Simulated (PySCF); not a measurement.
Molecule: C3H3, net charge -1, singlet state. It need not be the lowest isomer of its formula. Whether it binds its extra electron was not tested at this geometry. 
Geometry from a B3LYP-D3(BJ)/def2-TZVP (Ansatz) optimisation:
```
C
C 1 1.2749
C 1 1.3492 2 173.99
H 3 1.0868 1 121.80 2 89.46
H 3 1.0868 4 116.38 1 178.98
H 2 1.0916 1 121.08 3 -180.00
```
Charge -1, spin multiplicity 1.

Dispersion corrections to the total energy (kcal/mol) from the dftd3 and dftd4 libraries through PySCF: D3(BJ) without and D4 with the three-body term, each with the damping fitted for the functional named.

```
functional  D3(BJ)     D4
----------  ------  -----
BP86         -2.78  -2.82
PBE0         -1.53  -1.81
BHLYP        -2.42  -2.42
HSE06          ___  -1.67
TPSSh        -2.05  -2.69
TPSS         -2.27    ___
revPBE       -4.85    ___
```

**Question.** What belongs in the gaps?

**Answer.** 
- HSE06, D3(BJ): -1.10
- TPSS, D4: -2.98
- revPBE, D4: -7.99
